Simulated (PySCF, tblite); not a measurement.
# 1,4-pentadiyne (C5H4): dynamics, then NMR shifts and electronic excitations on frames

How do NMR shifts and electronic excitations of 1,4-pentadiyne (C5H4) (`C#CCC#C`) change as the atoms move?

Programs: tblite 0.8.0 and PySCF 2.14.0, with density-fitted response routines of our own. Each step states its level of theory. These are calculated values for one molecule in the gas phase, unless marked as measured. Atoms are numbered from 0 throughout.

## 1. The starting structure

9 atoms, charge 0, multiplicity 1; geometry from: GFN2-xTB.

Bonds of the start (Å): C0–C1 1.20, C1–C2 1.45, C2–C3 1.45, C3–C4 1.20, C0–H5 1.05, C2–H6 1.10, C2–H7 1.10, C4–H8 1.05.

## 2. A short Langevin run with GFN2-xTB

The job: settings as JSON, then the geometry in Å.

```
{"job": {"kind": "md", "xc": "GFN2-xTB", "basis": "xTB", "temperature": 400, "steps": 2000, "every": 50, "frames": 5}, "charge": 0, "multiplicity": 1}
C     -2.118389    -0.802204     0.066216
C     -1.190688    -0.047552     0.051461
C     -0.049461     0.851622     0.031178
C      1.191035     0.099584    -0.049896
C      2.202042    -0.535013    -0.123488
H     -2.938774    -1.455415     0.079528
H     -0.126719     1.518220    -0.835369
H     -0.049351     1.459597     0.942918
H      3.093867    -1.082843    -0.187728
```

Method: GFN2-xTB Langevin dynamics, gas phase.

The run is started by

```
$ OMP_NUM_THREADS=1 python probes_run.py task.json out
```

One launch serves the whole session: the jobs run in the order shown.

Standard output:

```text
t/fs     T/K      E/eV
    0.0   372.1   -342.58625
   25.0   343.9   -342.30013
   50.0   433.5   -342.23003
   75.0   453.7   -342.24973
  100.0   417.2   -342.23226
  125.0   306.7   -342.22293
  150.0   358.6   -342.30640
  175.0   471.0   -342.30427
  200.0   294.3   -342.18941
  225.0   319.7   -342.19602
  250.0   320.6   -342.20456
  275.0   272.0   -342.20693
  300.0   432.7   -342.35985
  325.0   444.8   -342.26969
  350.0   293.0   -342.01800
  375.0   427.7   -342.23589
  400.0   448.5   -342.13085
  425.0   481.2   -342.25226
  450.0   508.5   -342.37403
  475.0   357.8   -342.34528
  500.0   259.7   -342.15538
  525.0   498.6   -342.32885
  550.0   355.2   -342.24041
  575.0   292.0   -342.23559
  600.0   444.7   -342.20326
  625.0   664.4   -342.33209
  650.0   654.7   -342.23165
  675.0   432.8   -342.07715
  700.0   570.5   -342.27250
  725.0   396.3   -342.24999
  750.0   302.5   -342.29340
  775.0   520.8   -342.32919
  800.0   379.2   -342.11836
  825.0   485.1   -342.44704
  850.0   355.6   -342.27898
  875.0   397.5   -342.25965
  900.0   395.0   -342.15714
  925.0   338.2   -342.02485
  950.0   307.6   -342.07525
  975.0   329.6   -342.20285
 1000.0   369.4   -342.31194
```

Wall time 5 s (1 thread of Intel Xeon Platinum 8488C, shared host); peak memory 0.18 GiB.

Distance from the start (root mean square after alignment): 0 fs 0.00 Å, 200 fs 0.23 Å, 400 fs 0.23 Å, 600 fs 0.11 Å, 800 fs 0.20 Å, 1000 fs 0.12 Å.

Positions (Å) and forces (eV/Å) at 1000 fs:

```xyz
9

C    -3.530    0.624    0.620   -2.909    0.220    1.014
C    -2.479    0.602    0.078    0.068   -0.329    0.180
C    -1.222    0.688   -0.547    1.883   -0.119   -0.899
C    -0.117    0.921    0.383    2.410   -0.100    1.911
C     0.861    1.031    1.120   -2.539   -0.589   -1.502
H    -4.557    0.708    0.969    1.304   -0.238   -0.254
H    -0.970   -0.223   -1.169   -0.323    0.809    0.501
H    -1.315    1.575   -1.176    0.291    0.046   -0.511
H     1.591    0.968    1.887   -0.185    0.299   -0.439
```

## 3. Nuclear shieldings: 250 fs, PBE0/pcSseg-1

The job: settings as JSON, then the geometry in Å.

```
{"job": {"kind": "nmr", "xc": "PBE0", "basis": "pcSseg-1", "pop": false}, "charge": 0, "multiplicity": 1}
C     -2.184100    -1.050300     0.948400
C     -1.301400    -0.476400     0.421000
C     -0.266900     0.337400    -0.203900
C      1.025200    -0.289100    -0.363100
C      2.184700    -0.525400    -0.529600
H     -2.889100    -1.605800     1.352100
H     -0.652200     0.648200    -1.219600
H     -0.059500     1.262800     0.462300
H      3.152500    -0.965100    -0.303800
```

Level: GIAO PBE0/pcSseg-1 NMR shielding, non-relativistic, gas phase.

Standard output:

```text
coarse grid: 7912 points
cycle   1  E = -192.4211139296  dE =  7.321e-01  |g| = 4.439e-01  |ddm| = 2.971e+00
cycle   2  E = -192.4180832312  dE =  3.031e-03  |g| = 4.561e-01  |ddm| = 1.106e+00
cycle   3  E = -192.4615608955  dE = -4.348e-02  |g| = 1.959e-01  |ddm| = 5.583e-01
cycle   4  E = -192.4711567288  dE = -9.596e-03  |g| = 3.102e-02  |ddm| = 1.542e-01
cycle   5  E = -192.4713548084  dE = -1.981e-04  |g| = 1.211e-02  |ddm| = 2.848e-02
cycle   6  E = -192.4713839591  dE = -2.915e-05  |g| = 4.923e-03  |ddm| = 1.062e-02
cycle   7  E = -192.4713896402  dE = -5.681e-06  |g| = 1.087e-03  |ddm| = 3.877e-03
final grid: 77528 points
cycle   8  E = -192.5046005704  dE = -1.732e-05  |g| = 3.597e-03  |ddm| = 2.788e-02
cycle   9  E = -192.5045984921  dE =  2.078e-06  |g| = 4.684e-03  |ddm| = 7.941e-03
cycle  10  E = -192.5046036285  dE = -5.136e-06  |g| = 1.596e-03  |ddm| = 4.166e-03
cycle  11  E = -192.5046042331  dE = -6.046e-07  |g| = 2.352e-04  |ddm| = 1.203e-03
cycle  12  E = -192.5046042393  dE = -6.228e-09  |g| = 1.786e-04  |ddm| = 2.592e-04
cycle  13  E = -192.5046042472  dE = -7.906e-09  |g| = 1.198e-05  |ddm| = 1.197e-04
cycle  14  E = -192.5046042473  dE = -2.927e-11  |g| = 4.812e-06  |ddm| = 1.643e-05
converged SCF energy = -192.5046042473

GIAO shielding tensors (ppm)
atom      isotropic    diamagn.    paramagn.     s11        s22        s33       span
  0 C      112.962     254.360    -141.397     40.216     41.427    257.244    217.028
  1 C      106.033     263.419    -157.386     10.500     12.039    295.561    285.061
  2 C      170.540     239.033     -68.494    159.452    172.415    179.752     20.300
  3 C       97.251     264.921    -167.670     -8.038      6.256    293.534    301.571
  4 C      108.196     264.092    -155.896     25.481     41.709    257.399    231.917
  5 H       32.627      36.034      -3.407     27.214     27.231     43.435     16.221
  6 H       27.362      24.438       2.925     21.637     27.316     33.134     11.496
  7 H       26.368      24.532       1.836     20.668     26.586     31.850     11.181
  8 H       28.658      30.474      -1.816     23.550     24.226     38.197     14.647
```

Wall time 4.7 s (1 thread of Intel Xeon Platinum 8488C, shared host); peak memory 0.46 GiB.

Shifts follow as δ = σ(reference) − σ, with reference shieldings (ppm) from runs at the same level and on the same kind of geometry: 1H TMS 31.72, 13C TMS 186.9. The references are single molecules in the gas phase. Each atom is listed at this fixed geometry, with no averaging over motion; a spectrum would average atoms that exchange fast.

| atoms | environment | σ (ppm) | δ (ppm) |
| --- | --- | --- | --- |
| C3 | alkyne carbon | 97.3 | 89.7 |
| C1 | alkyne carbon | 106.0 | 80.9 |
| C4 | terminal alkyne carbon | 108.2 | 78.7 |
| C0 | terminal alkyne carbon | 113.0 | 74.0 |
| C2 | propargylic sp3 CH2 | 170.5 | 16.4 |
| H7 | hydrogen on a propargylic sp3 CH2 | 26.37 | 5.35 |
| H6 | hydrogen on a propargylic sp3 CH2 | 27.36 | 4.35 |
| H8 | hydrogen on a terminal alkyne carbon | 28.66 | 3.06 |
| H5 | hydrogen on a terminal alkyne carbon | 32.63 | -0.91 |

## 4. Ultraviolet spectrum: 250 fs, PBE0/def2-SVPD

The job, as its differences from that of step 3:

```diff
@@ -1,2 +1,2 @@
-{"job": {"kind": "nmr", "xc": "PBE0", "basis": "pcSseg-1", "pop": false}, "charge": 0, "multiplicity": 1}
+{"job": {"kind": "uv", "xc": "PBE0", "basis": "def2-SVPD", "nstates": 5, "ntriplets": 0}, "charge": 0, "multiplicity": 1}
 C     -2.184100    -1.050300     0.948400
```

With the program's defaults for keys left out, this is: TDDFT PBE0/def2-SVPD, vertical, gas phase, core orbitals frozen in the response.

Standard output:

```text
coarse grid: 7912 points
cycle   1  E = -192.3109524727  dE =  6.912e-01  |g| = 4.176e-01  |ddm| = 9.711e+00
cycle   2  E = -192.3066597024  dE =  4.293e-03  |g| = 4.358e-01  |ddm| = 2.469e+00
cycle   3  E = -192.3485164318  dE = -4.186e-02  |g| = 1.875e-01  |ddm| = 9.887e-01
cycle   4  E = -192.3574350242  dE = -8.919e-03  |g| = 3.210e-02  |ddm| = 2.470e-01
cycle   5  E = -192.3576624585  dE = -2.274e-04  |g| = 1.180e-02  |ddm| = 7.318e-02
cycle   6  E = -192.3576908251  dE = -2.837e-05  |g| = 4.849e-03  |ddm| = 2.674e-02
cycle   7  E = -192.3576965429  dE = -5.718e-06  |g| = 9.605e-04  |ddm| = 8.011e-03
final grid: 77528 points
cycle   8  E = -192.3902765297  dE = -1.531e-05  |g| = 3.388e-03  |ddm| = 1.444e-01
cycle   9  E = -192.3902749099  dE =  1.620e-06  |g| = 4.312e-03  |ddm| = 1.825e-02
cycle  10  E = -192.3902793925  dE = -4.483e-06  |g| = 1.542e-03  |ddm| = 7.230e-03
cycle  11  E = -192.3902799753  dE = -5.828e-07  |g| = 2.008e-04  |ddm| = 2.330e-03
cycle  12  E = -192.3902799807  dE = -5.422e-09  |g| = 1.429e-04  |ddm| = 4.517e-04
cycle  13  E = -192.3902799859  dE = -5.151e-09  |g| = 1.136e-05  |ddm| = 2.139e-04
cycle  14  E = -192.3902799859  dE = -2.893e-11  |g| = 4.220e-06  |ddm| = 5.049e-05
converged SCF energy = -192.3902799859

Static polarisability (au): isotropic 54.981, principal 39.525 46.334 79.085

Singlet excitations
state   eV       nm        f      main configurations
  1   6.1316    202.2   0.00257   H->L 0.74
  2   6.6442    186.6   0.01985   H-1->L 0.34, H->L+1 0.27, H-2->L 0.09
  3   6.7947    182.5   0.00458   H-3->L 0.38, H->L+3 0.17, H-1->L 0.09
  4   6.9414    178.6   0.00160   H-1->L+1 0.54, H-2->L+1 0.12, H-1->L+3 0.09
  5   6.9909    177.4   0.01918   H-2->L 0.40, H-1->L 0.17, H->L+1 0.09
```

Wall time 6 s (1 thread of Intel Xeon Platinum 8488C, shared host); peak memory 0.57 GiB.

The orbitals next to the gap, with their largest atomic shares:

| orbital | eV | atoms |
| --- | --- | --- |
| HOMO−3 | -8.50 | C1 27 %, C0 26 %, C3 19 % |
| HOMO−2 | -8.34 | C0 32 %, C1 31 %, C3 10 % |
| HOMO−1 | -8.18 | C4 34 %, C3 33 %, C1 13 % |
| HOMO | -7.81 | C4 26 %, C3 23 %, C0 17 % |
| LUMO | 0.04 | C4 23 %, C3 21 %, C2 16 % |
| LUMO+1 | 0.59 | C4 21 %, C3 21 %, C2 14 % |
| LUMO+2 | 1.14 | C0 22 %, C1 20 %, C4 13 % |

With each of the 5 states as a Gaussian band of 0.4 eV half-width at 1/e, the curve within the window shown has maxima at 182 nm (ε 1,600) L/(mol cm). Beyond the last state computed it falls off for lack of states. The curve at chosen wavelengths:

| nm | ε (L/mol/cm) |
| --- | --- |
| 170 | 571 |
| 172 | 799 |
| 174 | 1035 |
| 176 | 1250 |
| 179 | 1481 |
| 181 | 1551 |
| 183 | 1549 |
| 185 | 1480 |
| 187 | 1357 |
| 189 | 1198 |
| 192 | 933 |
| 194 | 761 |
| 196 | 607 |
| 198 | 476 |
| 200 | 369 |
| 202 | 286 |
| 205 | 195 |
| 207 | 151 |
| 209 | 117 |
| 211 | 90 |
| 213 | 69 |
| 215 | 52 |
| 218 | 33 |
| 220 | 24 |
| 222 | 17 |
| 224 | 12 |

Ground-state properties from the same run:

| property | computed |
| --- | --- |
| dipole moment (D) | 0.57 |
| polarisability (Å³) | 8.15 |
| HOMO–LUMO gap (eV) | 7.85 |
| −ε(HOMO) (eV) | 7.81 |

## 5. NMR shieldings: 425 fs, PBE0/pcSseg-1

The job: settings as JSON, then the geometry in Å.

```
{"job": {"kind": "nmr", "xc": "PBE0", "basis": "pcSseg-1", "pop": false}, "charge": 0, "multiplicity": 1}
C     -1.996500    -1.502200     0.659000
C     -1.349300    -0.699700     0.010600
C     -0.508400     0.042500    -0.832700
C      0.824200    -0.252100    -0.505800
C      1.980500    -0.368900    -0.216600
H     -2.565800    -2.003600     1.350700
H     -0.631300    -0.116100    -1.858800
H     -0.745600     1.169600    -0.730700
H      3.043000    -0.549200    -0.120600
```

Level: GIAO PBE0/pcSseg-1 NMR shielding, non-relativistic, gas phase.

Standard output:

```text
coarse grid: 7912 points
cycle   1  E = -192.4306708414  dE =  8.035e-01  |g| = 4.035e-01  |ddm| = 3.019e+00
cycle   2  E = -192.4380055757  dE = -7.335e-03  |g| = 3.681e-01  |ddm| = 1.175e+00
cycle   3  E = -192.4684770559  dE = -3.047e-02  |g| = 1.443e-01  |ddm| = 5.823e-01
cycle   4  E = -192.4734055516  dE = -4.928e-03  |g| = 3.989e-02  |ddm| = 1.187e-01
cycle   5  E = -192.4737834984  dE = -3.779e-04  |g| = 7.089e-03  |ddm| = 3.285e-02
cycle   6  E = -192.4737908556  dE = -7.357e-06  |g| = 4.215e-03  |ddm| = 8.651e-03
cycle   7  E = -192.4737949375  dE = -4.082e-06  |g| = 1.066e-03  |ddm| = 3.321e-03
final grid: 77528 points
cycle   8  E = -192.5060852783  dE = -1.995e-05  |g| = 4.395e-03  |ddm| = 3.249e-02
cycle   9  E = -192.5060834569  dE =  1.821e-06  |g| = 5.244e-03  |ddm| = 1.062e-02
cycle  10  E = -192.5060896626  dE = -6.206e-06  |g| = 1.889e-03  |ddm| = 5.143e-03
cycle  11  E = -192.5060905343  dE = -8.716e-07  |g| = 2.430e-04  |ddm| = 1.406e-03
cycle  12  E = -192.5060905392  dE = -4.970e-09  |g| = 2.032e-04  |ddm| = 2.795e-04
cycle  13  E = -192.5060905494  dE = -1.020e-08  |g| = 1.080e-05  |ddm| = 1.378e-04
cycle  14  E = -192.5060905495  dE = -2.808e-11  |g| = 2.563e-06  |ddm| = 2.100e-05
converged SCF energy = -192.5060905495

GIAO shielding tensors (ppm)
atom      isotropic    diamagn.    paramagn.     s11        s22        s33       span
  0 C      106.751     259.730    -152.979     34.432     39.221    246.601    212.169
  1 C      102.184     262.125    -159.941      2.981      4.963    298.609    295.627
  2 C      179.384     244.558     -65.174    167.921    175.083    195.148     27.227
  3 C      104.097     265.833    -161.736      6.139      7.947    298.204    292.065
  4 C      109.428     257.766    -148.338     36.823     42.789    248.672    211.849
  5 H       30.604      33.596      -2.991     25.583     25.673     40.558     14.975
  6 H       29.596      26.048       3.549     24.522     28.582     35.686     11.163
  7 H       27.137      25.263       1.874     22.052     25.807     33.551     11.499
  8 H       29.051      31.591      -2.540     24.296     24.419     38.439     14.143
```

Run time: 4.6 s. Hardware: 1 thread of Intel Xeon Platinum 8488C, shared host; peak memory 0.48 GiB.

This run: δ C1 84.7, C3 82.8, C0 80.2, C4 77.5, H7 4.58, H8 2.67 ppm.

## 6. Ultraviolet spectrum: 425 fs, PBE0/def2-SVPD

The job, as its differences from that of step 5:

```diff
@@ -1,2 +1,2 @@
-{"job": {"kind": "nmr", "xc": "PBE0", "basis": "pcSseg-1", "pop": false}, "charge": 0, "multiplicity": 1}
+{"job": {"kind": "uv", "xc": "PBE0", "basis": "def2-SVPD", "nstates": 5, "ntriplets": 0}, "charge": 0, "multiplicity": 1}
 C     -1.996500    -1.502200     0.659000
```

With the program's defaults for keys left out, this is: TDDFT PBE0/def2-SVPD, vertical, gas phase, core orbitals frozen in the response.

Standard output:

```text
coarse grid: 7912 points
cycle   1  E = -192.3209232149  dE =  7.620e-01  |g| = 3.797e-01  |ddm| = 7.860e+00
cycle   2  E = -192.3262452570  dE = -5.322e-03  |g| = 3.518e-01  |ddm| = 2.108e+00
cycle   3  E = -192.3558560206  dE = -2.961e-02  |g| = 1.396e-01  |ddm| = 8.583e-01
cycle   4  E = -192.3605052938  dE = -4.649e-03  |g| = 4.124e-02  |ddm| = 1.818e-01
cycle   5  E = -192.3609243123  dE = -4.190e-04  |g| = 7.294e-03  |ddm| = 6.945e-02
cycle   6  E = -192.3609328923  dE = -8.580e-06  |g| = 4.185e-03  |ddm| = 2.252e-02
cycle   7  E = -192.3609370711  dE = -4.179e-06  |g| = 9.545e-04  |ddm| = 7.437e-03
final grid: 77528 points
cycle   8  E = -192.3927065897  dE = -1.896e-05  |g| = 4.126e-03  |ddm| = 9.590e-02
cycle   9  E = -192.3927052359  dE =  1.354e-06  |g| = 4.827e-03  |ddm| = 1.648e-02
cycle  10  E = -192.3927106953  dE = -5.459e-06  |g| = 1.786e-03  |ddm| = 8.016e-03
cycle  11  E = -192.3927114934  dE = -7.981e-07  |g| = 2.201e-04  |ddm| = 2.409e-03
cycle  12  E = -192.3927114991  dE = -5.714e-09  |g| = 1.678e-04  |ddm| = 4.304e-04
cycle  13  E = -192.3927115062  dE = -7.078e-09  |g| = 1.220e-05  |ddm| = 2.462e-04
cycle  14  E = -192.3927115062  dE = -4.303e-11  |g| = 2.301e-06  |ddm| = 5.633e-05
converged SCF energy = -192.3927115062

Static polarisability (au): isotropic 55.157, principal 38.806 52.326 74.339

Singlet excitations
state   eV       nm        f      main configurations
  1   6.2347    198.9   0.00064   H-1->L+1 0.32, H-1->L 0.19, H->L 0.19
  2   6.3716    194.6   0.00370   H-1->L 0.30, H->L 0.28, H->L+1 0.14
  3   6.5398    189.6   0.01573   H-1->L+1 0.36, H-1->L 0.13, H->L+2 0.09
  4   6.6882    185.4   0.00603   H-1->L+2 0.27, H->L+1 0.19, H-3->L 0.17
  5   6.7722    183.1   0.00590   H->L 0.21, H-2->L 0.21, H-1->L+2 0.09
```

It took 6 s on 1 thread of Intel Xeon Platinum 8488C, shared host; peak memory 0.57 GiB.

In short: HOMO -7.71 eV, LUMO 0.28 eV; lowest singlet 6.23 eV.

## 7. Nuclear shieldings: 625 fs, PBE0/pcSseg-1

The job: settings as JSON, then the geometry in Å.

```
{"job": {"kind": "nmr", "xc": "PBE0", "basis": "pcSseg-1", "pop": false}, "charge": 0, "multiplicity": 1}
C     -2.576300    -0.870400     0.853500
C     -1.743100    -0.527400     0.085400
C     -0.819100     0.117100    -0.790200
C      0.566200     0.073900    -0.220200
C      1.652100     0.066500     0.228700
H     -3.428600    -1.122400     1.456800
H     -0.884300    -0.384400    -1.763800
H     -1.034000     1.214300    -0.799100
H      2.638900     0.046000     0.707400
```

Level: GIAO PBE0/pcSseg-1 NMR shielding, non-relativistic, gas phase.

Standard output:

```text
coarse grid: 7912 points
cycle   1  E = -192.4283589068  dE =  7.173e-01  |g| = 4.465e-01  |ddm| = 2.993e+00
cycle   2  E = -192.4366256805  dE = -8.267e-03  |g| = 4.069e-01  |ddm| = 1.133e+00
cycle   3  E = -192.4749163524  dE = -3.829e-02  |g| = 1.310e-01  |ddm| = 4.962e-01
cycle   4  E = -192.4787747479  dE = -3.858e-03  |g| = 4.546e-02  |ddm| = 1.122e-01
cycle   5  E = -192.4792681186  dE = -4.934e-04  |g| = 7.527e-03  |ddm| = 3.502e-02
cycle   6  E = -192.4792801319  dE = -1.201e-05  |g| = 2.149e-03  |ddm| = 7.682e-03
cycle   7  E = -192.4792808877  dE = -7.558e-07  |g| = 1.215e-03  |ddm| = 2.201e-03
final grid: 77528 points
cycle   8  E = -192.5120909953  dE = -1.770e-05  |g| = 4.770e-03  |ddm| = 3.241e-02
cycle   9  E = -192.5120866328  dE =  4.362e-06  |g| = 6.426e-03  |ddm| = 9.837e-03
cycle  10  E = -192.5120963256  dE = -9.693e-06  |g| = 1.816e-03  |ddm| = 5.232e-03
cycle  11  E = -192.5120971140  dE = -7.884e-07  |g| = 2.321e-04  |ddm| = 1.314e-03
cycle  12  E = -192.5120971189  dE = -4.846e-09  |g| = 1.873e-04  |ddm| = 2.665e-04
cycle  13  E = -192.5120971275  dE = -8.640e-09  |g| = 1.442e-05  |ddm| = 1.276e-04
cycle  14  E = -192.5120971276  dE = -4.127e-11  |g| = 5.249e-06  |ddm| = 1.442e-05
converged SCF energy = -192.5120971276

GIAO shielding tensors (ppm)
atom      isotropic    diamagn.    paramagn.     s11        s22        s33       span
  0 C      109.432     255.695    -146.263     34.099     40.556    253.640    219.541
  1 C      104.266     263.836    -159.570      3.113     12.464    297.222    294.109
  2 C      173.882     241.373     -67.491    160.857    177.334    183.457     22.600
  3 C      105.149     267.055    -161.905      7.521     13.557    294.369    286.848
  4 C      112.586     258.484    -145.899     37.324     41.676    258.757    221.432
  5 H       29.364      31.522      -2.159     24.425     24.656     39.010     14.585
  6 H       28.409      24.564       3.845     22.880     27.702     34.646     11.766
  7 H       27.327      25.367       1.960     22.040     26.974     32.968     10.928
  8 H       28.908      31.887      -2.978     24.071     24.095     38.558     14.487
```

It took 4.5 s on 1 thread of Intel Xeon Platinum 8488C, shared host; peak memory 0.48 GiB.

In short: δ C1 82.7, C3 81.8, C0 77.5, C4 74.3, H7 4.39, H6 3.31 ppm.

## 8. Excited states and response: 625 fs, PBE0/def2-SVPD

The job, as its differences from that of step 7:

```diff
@@ -1,2 +1,2 @@
-{"job": {"kind": "nmr", "xc": "PBE0", "basis": "pcSseg-1", "pop": false}, "charge": 0, "multiplicity": 1}
+{"job": {"kind": "uv", "xc": "PBE0", "basis": "def2-SVPD", "nstates": 5, "ntriplets": 0}, "charge": 0, "multiplicity": 1}
 C     -2.576300    -0.870400     0.853500
```

Method: TDDFT PBE0/def2-SVPD, vertical, gas phase, core orbitals frozen in the response.

Standard output:

```text
coarse grid: 7912 points
cycle   1  E = -192.3186860571  dE =  6.762e-01  |g| = 4.195e-01  |ddm| = 8.601e+00
cycle   2  E = -192.3250214061  dE = -6.335e-03  |g| = 3.862e-01  |ddm| = 2.598e+00
cycle   3  E = -192.3618448621  dE = -3.682e-02  |g| = 1.254e-01  |ddm| = 9.277e-01
cycle   4  E = -192.3653901699  dE = -3.545e-03  |g| = 4.615e-02  |ddm| = 1.936e-01
cycle   5  E = -192.3659172129  dE = -5.270e-04  |g| = 7.389e-03  |ddm| = 8.657e-02
cycle   6  E = -192.3659293917  dE = -1.218e-05  |g| = 2.028e-03  |ddm| = 2.310e-02
cycle   7  E = -192.3659301112  dE = -7.195e-07  |g| = 1.118e-03  |ddm| = 6.017e-03
final grid: 77528 points
cycle   8  E = -192.3980789819  dE = -1.576e-05  |g| = 4.513e-03  |ddm| = 8.533e-02
cycle   9  E = -192.3980753785  dE =  3.603e-06  |g| = 5.969e-03  |ddm| = 1.969e-02
cycle  10  E = -192.3980839880  dE = -8.609e-06  |g| = 1.756e-03  |ddm| = 1.030e-02
cycle  11  E = -192.3980847477  dE = -7.597e-07  |g| = 2.109e-04  |ddm| = 2.748e-03
cycle  12  E = -192.3980847537  dE = -5.986e-09  |g| = 1.480e-04  |ddm| = 4.247e-04
cycle  13  E = -192.3980847592  dE = -5.491e-09  |g| = 1.198e-05  |ddm| = 2.523e-04
cycle  14  E = -192.3980847592  dE = -3.246e-11  |g| = 4.556e-06  |ddm| = 4.156e-05
converged SCF energy = -192.3980847592

Static polarisability (au): isotropic 54.161, principal 38.990 49.219 74.273

Singlet excitations
state   eV       nm        f      main configurations
  1   6.6615    186.1   0.00046   H->L 0.34, H-1->L 0.17, H->L+1 0.15
  2   6.8708    180.5   0.00826   H-1->L 0.24, H->L 0.18, H-1->L+1 0.16
  3   6.9768    177.7   0.00514   H-1->L+1 0.31, H->L+1 0.25, H-3->L+1 0.10
  4   7.0840    175.0   0.00828   H-2->L+1 0.23, H-3->L 0.17, H->L+5 0.11
  5   7.2280    171.5   0.01537   H-3->L 0.20, H-1->L+1 0.12, H->L 0.12
```

Wall time 5.9 s (1 thread of Intel Xeon Platinum 8488C, shared host); peak memory 0.56 GiB.

Key values: HOMO -7.88 eV, LUMO 0.46 eV; lowest singlet 6.66 eV.

(Part 1 of 2 ends here.)
